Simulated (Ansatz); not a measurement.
# CH₅PS: vertical ionisation energy

The task here is to estimate one member of a computed series from the others.

Program: Ansatz 0.2.0, Gaussian basis. Level of theory: unrestricted cation, the program's frozen cores in correlated methods. These are calculated values, not measurements.

The runs, in order: UKS PBE-D4/def2-TZVPP; UKS r2SCAN-D4/def2-TZVPP; UKS PBE0-D4/def2-TZVPP; UKS B3LYP-D4/def2-TZVPP; UKS wB97X-V/def2-TZVPP; UKS wB97M-V/def2-TZVPP; UKS B2PLYP/def2-TZVPP; UHF-CCSD(T)/def2-TZVPP; then −ε(HOMO) from the neutral's earlier runs with LDA (SPW92), PBE-D4, revPBE-D4, BLYP-D4, r2SCAN-D4, B97M-V, PBE0-D4, B3LYP-D4, r2SCANh-D4, r2SCAN0-D4, HSE06-D4, BHLYP-D4, CAM-B3LYP-D4, LC-ωPBE, ωB97X-V, ωB97M-V.

1 further run of the same task is left out (it didn't finish).

## The geometry

The geometry comes from an earlier relaxation with PBE0-D4 in a triple-zeta def2 set; it is a stationary point, not always the lowest conformer.

SMILES `CSP`, 8 atoms, charge 0, spin multiplicity 1.

Atoms are counted from 1 here; the program's logs count them from 0.

Bond lengths: C1–S2 1.810 Å, C1–H4 1.089 Å, C1–H5 1.089 Å, C1–H6 1.091 Å, S2–P3 2.105 Å, P3–H7 1.420 Å, P3–H8 1.420 Å. Angles: S2–C1–H4 111.3°, S2–C1–H5 111.3°, S2–C1–H6 106.0°, H4–C1–H5 110.1°, H4–C1–H6 109.0°, H5–C1–H6 109.0°, C1–S2–P3 99.5°, S2–P3–H7 98.3°, S2–P3–H8 98.4°, H7–P3–H8 93.3°.

Geometry (Å):

```mol
CH5PS
  3D, bonds by distance, orders not assigned

  8  7  0  0  0  0  0  0  0  0999 V2000
   -0.7859    1.0349   -0.4445 C   0  0
    0.2131    0.3874    0.9183 S   0  0
    0.8501   -1.4238    0.0545 P   0  0
   -1.6213    0.3736   -0.6712 H   0  0
   -0.1815    1.1942   -1.3366 H   0  0
   -1.1754    1.9951   -0.1032 H   0  0
    2.2290   -1.3335    0.3807 H   0  0
    0.5640   -2.2851    1.1464 H   0  0
  1  2  8  0
  2  3  8  0
  1  4  8  0
  1  5  8  0
  1  6  8  0
  3  7  8  0
  3  8  8  0
M  END
```

Set-up of the first run:

The input, in.yaml:

```yaml
crystal:
  periodic: [false, false, false]
  atoms:
    - {symbol: C, position_ang: [-0.785937, 1.034891, -0.444545]}
    - {symbol: S, position_ang: [0.213109, 0.387420, 0.918322]}
    - {symbol: P, position_ang: [0.850111, -1.423789, 0.054490]}
    - {symbol: H, position_ang: [-1.621314, 0.373624, -0.671204]}
    - {symbol: H, position_ang: [-0.181544, 1.194231, -1.336632]}
    - {symbol: H, position_ang: [-1.175397, 1.995086, -0.103150]}
    - {symbol: H, position_ang: [2.228961, -1.333497, 0.380655]}
    - {symbol: H, position_ang: [0.564012, -2.285065, 1.146363]}
basis:
  gaussian: {orbitals: def2-TZVPP}
total_charge: 1
magnetization: {spin_polarized: true, initial_magnetization: 1}
hamiltonian: {xc: pbe, dispersion: d4}
```

Steps of the session up to this table: Cation, UKS PBE-D4/def2-TZVPP; Cation, UKS r2SCAN-D4/def2-TZVPP; Cation, UKS PBE0-D4/def2-TZVPP; Cation, UKS B3LYP-D4/def2-TZVPP; Cation, UKS wB97X-V/def2-TZVPP; Cation, UKS wB97M-V/def2-TZVPP; Cation, UKS B2PLYP (frozen core)/def2-TZVPP; Cation, UHF-CCSD(T)/def2-TZVPP.

One table of the session follows, with a row left open; its other results are not shown here.

It belongs to the step «Ionisation energies side by side». Orbital estimates, from the neutral's runs:

```
  functional  −ε(HOMO) (eV)
 LDA (SPW92)              ?
      PBE-D4           5.62
   revPBE-D4           5.59
     BLYP-D4           5.47
   r2SCAN-D4           5.88
      B97M-V           5.97
     PBE0-D4           6.84
    B3LYP-D4           6.60
  r2SCANh-D4           6.33
  r2SCAN0-D4           7.00
    HSE06-D4           6.44
    BHLYP-D4           7.92
CAM-B3LYP-D4           8.16
     LC-ωPBE           9.56
     ωB97X-V           9.20
     ωB97M-V           9.03
```

Estimate the missing values for LDA (SPW92).

As computed: −ε(HOMO) (eV): 5.71. In the column «−ε(HOMO) (eV)» it lies between PBE-D4 (5.62) and r2SCAN-D4 (5.88).
